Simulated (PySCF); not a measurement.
# B₂H₄: triplet, from a doubly bridged, trans start

The task is one start of a wider search on B₂H₄: the triplet, from a doubly bridged, trans start. It is relaxed, tested by its Hessian and followed downhill if it is a saddle.

Computed with PySCF 2.14.0. Level: PBE0, basis B def2-TZVP, H def2-TZVP, no relativity, density fitting.

## (1) The starting structure

6 atoms, charge 0, spin multiplicity 3.

Bond lengths: B1–B2 1.692 Å, B1–H3 1.240 Å, B1–H4 1.240 Å, B1–H5 1.164 Å, B2–H3 1.240 Å, B2–H4 1.240 Å, B2–H6 1.164 Å. Angles: B2–B1–H3 47.0°, B2–B1–H4 47.0°, B2–B1–H5 120.2°, H3–B1–H4 94.0°, H3–B1–H5 110.0°, H4–B1–H5 110.0°, B1–B2–H3 47.0°, B1–B2–H4 47.0°, B1–B2–H6 120.2°, H3–B2–H4 94.0°, H3–B2–H6 110.0°, H4–B2–H6 110.0°, B1–H3–B2 86.0°, B1–H4–B2 86.0°.

```xyz
6
charge 0 multiplicity 3
B     0.8458    0.0000    0.0000
B    -0.8458    0.0000    0.0000
H     0.0000    0.9070    0.0000
H     0.0000   -0.9070    0.0000
H     1.4308    0.0000    1.0062
H    -1.4308    0.0000   -1.0062
```

## (2) Finding the electronic state

The steps below are one call of a driver around PySCF. For each, scf.py gives the equivalent set-up of the SCF; relaxations use the driver's own optimiser. After this first run the driver tries any further starts and a stability analysis.

scf.py reads:

```python
from pyscf import gto, scf, dft
mol = gto.M(atom='''
B      0.845800     0.000000     0.000000
B     -0.845800     0.000000     0.000000
H      0.000000     0.907000     0.000000
H      0.000000    -0.907000     0.000000
H      1.430800     0.000000     1.006200
H     -1.430800     0.000000    -1.006200''',
    basis={'B': 'def2-TZVP', 'H': 'def2-TZVP'},
    charge=0, spin=2)
mf = dft.UKS(mol, xc='PBE0')
mf.grids.atom_grid = (50, 194)
aux = {'B': 'def2-universal-JKFIT', 'H': 'def2-universal-JKFIT'}
mf = mf.density_fit(auxbasis=aux)
mf.conv_tol = 1e-08
mf.diis_space = 10
mf.max_cycle = 60
mf.init_guess = 'minao'
mf.verbose = 4
mf.kernel()
```

Run with:

```console
$ OMP_NUM_THREADS=4 python axn.py task.json out
```

The log of the run:

```text
init E= -52.0223428343902
[... the frontier-level lines of each cycle are left out ...]
cycle= 1 E= -51.833369686686  delta_E= 0.189  |g|= 0.108  |ddm|= 1.24
cycle= 2 E= -51.8446042794969  delta_E= -0.0112  |g|= 0.0269  |ddm|=  0.2
cycle= 3 E= -51.8453613214333  delta_E= -0.000757  |g|= 0.0116  |ddm|= 0.0667
cycle= 4 E= -51.8454857786597  delta_E= -0.000124  |g|= 0.00299  |ddm|= 0.0198
cycle= 5 E= -51.845497656967  delta_E= -1.19e-05  |g|= 0.000825  |ddm|= 0.00703
cycle= 6 E= -51.8454989213461  delta_E= -1.26e-06  |g|= 0.000157  |ddm|= 0.00257
cycle= 7 E= -51.8454989603008  delta_E= -3.9e-08  |g|= 2.89e-05  |ddm|= 0.000396
cycle= 8 E= -51.8454989612651  delta_E= -9.64e-10  |g|= 5.07e-06  |ddm|= 7.34e-05
Extra cycle  E= -51.8454989613012  delta_E= -3.61e-11  |g|= 1.77e-06  |ddm|= 1.52e-05
converged SCF energy = -51.8454989613012  <S^2> = 2.0040683  2S+1 = 3.002711
```

This step, with its further starts and checks, needed 4.5 s of wall time on 4 threads of AMD EPYC 9R45 (Zen 5), shared host.

The starts that the driver tried:

```csv
start,energy (Eh)
the minimal-basis guess,-51.845499
a thermally smeared density,-51.845499
a smeared PBE density,-51.845499
```

No lower solution of this spin turned up from the other starts or in the test of internal stability.

## (3) Doubly bridged, trans start, triplet: relaxation

The program finds C2h symmetry in the start, which this walk keeps. The walk stops when the largest gradient is under 0.0003 Eh/bohr and the energy has settled too.

Edit scf.py of step 2 so:

```diff
@@ -4 +4 @@
-B     -0.845800     0.000000     0.000000
+B     -0.845800     0.000000    -0.000000
@@ -18 +17,0 @@
-mf.init_guess = 'minao'
```

Steps of the walk:

```csv
step,energy (Eh),change (kJ/mol),largest symmetric gradient (Eh/bohr)
0,-51.845499,0.00,0.03626
1,-51.851903,-16.81,0.01520
2,-51.853535,-21.10,0.00500
3,-51.853604,-21.28,0.00187
4,-51.853613,-21.30,0.00049
5,-51.853615,-21.31,0.00013
```

The walk took 4.2 s.

Positions (Å) and forces (eV/Å) along the way:

```
step 0
B    0.846   0.000   0.000   1.128   0.000  -0.182
B   -0.846   0.000   0.000  -1.128   0.000   0.182
H    0.000   0.907   0.000   0.000   1.864   0.000
H    0.000  -0.907   0.000   0.000  -1.864   0.000
H    1.431   0.000   1.006   0.523   0.000   0.472
H   -1.431   0.000  -1.006  -0.523   0.000  -0.472
step 1
B    0.854   0.000   0.015   0.688   0.000   0.031
B   -0.854   0.000  -0.015  -0.688   0.000  -0.031
H    0.000   0.955   0.000   0.000   0.781   0.000
H    0.000  -0.955   0.000   0.000  -0.781   0.000
H    1.469   0.000   1.024   0.172   0.000   0.106
H   -1.469   0.000  -1.024  -0.172   0.000  -0.106
step 3
B    0.869   0.000   0.031   0.096   0.000   0.003
B   -0.869   0.000  -0.031  -0.096   0.000  -0.003
H    0.000   0.992   0.000   0.000   0.001   0.000
H    0.000  -0.992   0.000   0.000  -0.001   0.000
H    1.501   0.000   1.038  -0.016   0.000  -0.013
H   -1.501   0.000  -1.038   0.016   0.000   0.013
step 5
B    0.871   0.000   0.030   0.000   0.000  -0.007
B   -0.871   0.000  -0.030   0.000   0.000   0.007
H    0.000   0.991   0.000   0.000  -0.004   0.000
H    0.000  -0.991   0.000   0.000   0.004   0.000
H    1.501   0.000   1.038   0.001   0.000   0.003
H   -1.501   0.000  -1.038  -0.001   0.000  -0.003
```

After 5 steps and 21.3 kJ/mol it ends at C2h: B–B 1.744 Å, B–H 1.188 Å (×2), B–H 1.320 Å (×4); B–B–H 48.7° (×4), B–B–H 123.9° (×2), B–H–B 82.7° (×2), H–B–H 97.3° (×2), H–B–H 111.6° (×4).

## (4) Vibrations and properties at this point

The point is checked on the finer grid, and tightened if its gradient asks for it. The Hessian and the dipole derivatives come from central differences of analytic gradients, with steps of 0.02 bohr.

Edit scf.py of step 3 so:

```diff
@@ -3,6 +3,6 @@
-B      0.845800     0.000000     0.000000
-B     -0.845800     0.000000    -0.000000
-H      0.000000     0.907000     0.000000
-H      0.000000    -0.907000     0.000000
-H      1.430800     0.000000     1.006200
-H     -1.430800     0.000000    -1.006200''',
+B      0.871389    -0.000000     0.029613
+B     -0.871389     0.000000    -0.029613
+H      0.000000     0.991392     0.000000
+H     -0.000000    -0.991392    -0.000000
+H      1.500426    -0.000000     1.037844
+H     -1.500426     0.000000    -1.037844''',
@@ -12 +12 @@
-mf.grids.atom_grid = (50, 194)
+mf.grids.atom_grid = (75, 302)
@@ -15 +15 @@
-mf.conv_tol = 1e-08
+mf.conv_tol = 1e-10
```

The driver hands on the density of the step before, so the log starts near convergence.

Log of the central SCF (cycles and frontier levels):

```text
init E= -51.8536228638675
[... the frontier-level lines of each cycle are left out ...]
cycle= 1 E= -51.8536228638675  delta_E= -1.42e-14  |g|= 4.92e-07  |ddm|= 1.37e-06
Extra cycle  E= -51.8536228638678  delta_E= -2.7e-13  |g|= 3.35e-07  |ddm|= 9.26e-07
converged SCF energy = -51.8536228638678  <S^2> = 2.0047011  2S+1 = 3.0031325
```

The whole step took 32 s.

Geometry: C2h; B–B 1.744 Å, B–H 1.188 Å (×2), B–H 1.320 Å (×4); B–B–H 48.7° (×4), B–B–H 123.9° (×2), B–H–B 82.7° (×2), H–B–H 97.3° (×2), H–B–H 111.6° (×4).

Harmonic modes (main isotopes):

```json
{"symmetry": "bu", "ω (cm⁻¹)": "145", "IR (km/mol)": "35.6", "μ (u)": "1.04"}
{"symmetry": "bg", "ω (cm⁻¹)": "597", "IR (km/mol)": "0.0", "μ (u)": "1.16"}
{"symmetry": "bu", "ω (cm⁻¹)": "772", "IR (km/mol)": "6.6", "μ (u)": "1.14"}
{"symmetry": "ag", "ω (cm⁻¹)": "818", "IR (km/mol)": "0.0", "μ (u)": "4.23"}
{"symmetry": "au", "ω (cm⁻¹)": "888", "IR (km/mol)": "6.7", "μ (u)": "1.07"}
{"symmetry": "ag", "ω (cm⁻¹)": "898", "IR (km/mol)": "0.0", "μ (u)": "1.48"}
{"symmetry": "bu", "ω (cm⁻¹)": "1601", "IR (km/mol)": "279", "μ (u)": "1.07"}
{"symmetry": "bg", "ω (cm⁻¹)": "1802", "IR (km/mol)": "0.0", "μ (u)": "1.06"}
{"symmetry": "au", "ω (cm⁻¹)": "2028", "IR (km/mol)": "3.9", "μ (u)": "1.10"}
{"symmetry": "ag", "ω (cm⁻¹)": "2184", "IR (km/mol)": "0.0", "μ (u)": "1.02"}
{"symmetry": "bu", "ω (cm⁻¹)": "2673", "IR (km/mol)": "125", "μ (u)": "1.09"}
{"symmetry": "ag", "ω (cm⁻¹)": "2676", "IR (km/mol)": "0.0", "μ (u)": "1.09"}
```

No imaginary mode, so this is a minimum.

Constants and moments:

```
Dipole moment                                                   : 0.00 D
Highest occupied level                                          : -5.07 eV
Lowest empty level                                              : -3.21 eV
Rotational constants                                            : 4.85, 0.719, 0.7044 cm⁻¹
Zero-point energy                                               : 102.2 kJ/mol
Principal polarisabilities                                      : 28.4, 30.1, 43.4 bohr³
Atomisation energy without zero-point energy                    : 1609 kJ/mol
Principal traceless quadrupole moments about the centre of mass : -4.70, 0.38, 4.32 D Å
Entropy at 298.15 K and 1 bar (electronic part: spin only)      : 249.3 J/(mol K)
Heat capacity Cp at 298.15 K                                    : 55.8 J/(mol K)
Enthalpy at 298.15 K above 0 K                                  : 12.78 kJ/mol
Rotational symmetry number                                      : 2
Spin squared ⟨S²⟩                                               : 2.005
```

Populations by atom (charges in e):

```
atom  Mulliken  Löwdin  polar tensor  spin (Mulliken)  Mayer order to B1
  B1     -0.22   -0.32          0.18             1.04                  –
  B2     -0.22   -0.32          0.18             1.04               0.65
H3,4      0.17    0.24         -0.08            -0.04               0.47
  H5      0.05    0.07         -0.11             0.00               0.97
  H6      0.05    0.07         -0.11             0.00               0.00
```

Outer orbital energies (eV). α occupied: -186.00, -185.99, -19.20, -12.76, -12.53, -10.72, -8.35, -5.07; empty: -1.44, 1.10, 2.01, 2.20. β occupied: -185.63, -185.62, -18.40, -12.30, -12.21, -10.37; empty: -3.21, -0.65, -0.39, 1.69.

Mulliken populations on B1: s 3.19, p 1.95, d 0.07, f 0.01.

## (5) What came out

```
                                          quantity                                                                                                                                        value
                                           minimum                                                                                                                                 triplet, C2h
                                          geometry  B–B 1.744 Å, B–H 1.188 Å (×2), B–H 1.320 Å (×4); B–B–H 48.7° (×4), B–B–H 123.9° (×2), B–H–B 82.7° (×2), H–B–H 97.3° (×2), H–B–H 111.6° (×4)
                                wavenumbers (cm⁻¹)                 145 (bu), 597 (bg), 772 (bu), 818 (ag), 888 (au), 898 (ag), 1601 (bu), 1802 (bg), 2028 (au), 2184 (ag), 2673 (bu), 2676 (ag)
                                     dipole moment                                                                                                                                       0.00 D
highest occupied, lowest empty level (either spin)                                                                                                                              -5.07, -3.21 eV
                         polar-tensor charge of B1                                                                                                                                      +0.18 e
                                 zero-point energy                                                                                                                                 102.2 kJ/mol
                               entropy at 298.15 K                                                                                                                              249.3 J/(mol K)
         atomisation energy (no zero-point energy)                                                                                                                                  1609 kJ/mol
                                              ⟨S²⟩                                                                                                                                        2.005
```

**Reading.** The doubly bridged, trans start keeps its C2h symmetry and ends in a minimum. In the infrared the band at 1601 cm⁻¹ (bu) leads. Other starts or spin states, not run here, may lie lower.

The search up to here took 40 s.
